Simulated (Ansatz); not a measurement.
**GeAsH3⁺ (H-bridged), doublet in cc-pVDZ: errors against UCCSDT(Q)**

Geometry: that of the GeAsH3 (H-bridged), singlet, kept fixed.

```yaml
atoms:
  - { symbol: Ge, position_ang: [-0.0184, 0.0000, 1.1160] }
  - { symbol: As, position_ang: [-0.0047, 0.0000, -1.1350] }
  - { symbol: H, position_ang: [1.3379, 0.0000, -0.1370] }
  - { symbol: H, position_ang: [0.1701, 1.2375, 2.0381] }
  - { symbol: H, position_ang: [0.1701, -1.2375, 2.0381] }
```

Basis cc-pVDZ; Ansatz 0.2.0. Only valence electrons are correlated (noble-gas cores and the filled d shells of p-block atoms frozen), which leaves 11 electrons in 41 orbitals. Prefix R: restricted or restricted open-shell reference; prefix U: unrestricted. Active spaces: valence = (11e, 11o) chosen from the atoms' valence shells. No spin–orbit coupling is included, and no scalar relativity.

Full CI isn't at hand for all of this; UCCSDT(Q) serves as the reference, and is uncertain by about the last step of the cluster series. The frozen core follows each run's orbitals, which can shift R against U totals by a few meV for light atoms and by up to 0.1 eV past Ca.

- UHF ⟨S²⟩: 0.769
- T1 diagnostic (RCCSD): 0.0194
- largest doubles amplitude (RCCSD): 0.050
- T1 diagnostic (UCCSD): 0.0164

Question: From what is known of these methods and the diagnostics, rank them by the size of their error in total energy against UCCSDT(Q) in cc-pVDZ, smallest first (an estimate: the text doesn't fix the numbers).
A. UMP2
B. UCCSD(T)
C. UHF
D. UCCSDT
E. UCCSD

Answer: D (10 meV), B (44 meV), E (226 meV), A (1247 meV), C (5870 meV).

All errors are against UCCSDT(Q) in cc-pVDZ. Within each family the higher level lies nearer, as is usual though not guaranteed.

Natural occupations of CASSCF (valence space) about the gap: 1.978 1.965 1.958 1.946 1.001 0.053 0.039 0.026 0.026 0.019; effectively unpaired electrons, Σ n²(2−n)², 1.05.
